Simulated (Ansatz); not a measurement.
Structure relaxation of NaMo

All numbers below come from DFT PBE, scalar-relativistic, plane waves, PAW in Ansatz 0.2.0. Cutoff 420 eV, Γ-centred k mesh, Gaussian smearing, no spin polarisation in the final step.

The start puts NaMo on the caesium chloride structure type (Pm-3m, No. 221), with Na in place of Cs, Mo in place of Cl, at a guessed volume.

```
CELL_PARAMETERS angstrom
3.31386 0.00000 0.00000
0.00000 3.31386 0.00000
0.00000 0.00000 3.31386
ATOMIC_POSITIONS crystal
Na 0.00000 0.00000 0.00000
Mo 0.50000 0.50000 0.50000
```

Cell and atoms relax at zero pressure; the relaxation can't lower the symmetry of the start.

Energies over the elements count from the elements' standard structures at the same level, with no empirical corrections.

**Question.** Describe the relaxed structure.

**Answer.** It keeps Pm-3m (No. 221). The result still has the caesium chloride structure. Conventional cell: a = 3.328 Å. Na has 8 Mo at 2.88 Å and 6 Na at 3.33 Å; Mo is coordinated by 8 Na at 2.88 Å and 6 Mo at 3.33 Å.

Space group Pm-3m (No. 221). a = 3.328 Å, b = 3.328 Å, c = 3.328 Å, α = 90.00°, β = 90.00°, γ = 90.00°
| atom | site | symmetry | x | y | z |
| --- | --- | --- | --- | --- | --- |
| Na | 1a | m-3m | 0.0000 | 0.0000 | 0.0000 |
| Mo | 1b | m-3m | 0.5000 | 0.5000 | 0.5000 |

**Question.** What are its volume, energy, density and gap?

**Answer.** The volume per atom is 18.44 Å³. The density is 5.36 g/cm³. The energy over the elements is 1.97 eV/atom and the gap on the 16×16×16 mesh is 0 eV (a metal).

The final run used a 16×16×16 mesh on its 2-atom cell and 0.10 eV smearing. The k mesh leaves about 4 meV/atom of noise in metals. A structure relaxed within its symmetry needn't be a true minimum.

Cost: 2 runs of about 0.4 core-minutes in all, on Arm Neoverse V1 (shared hosts).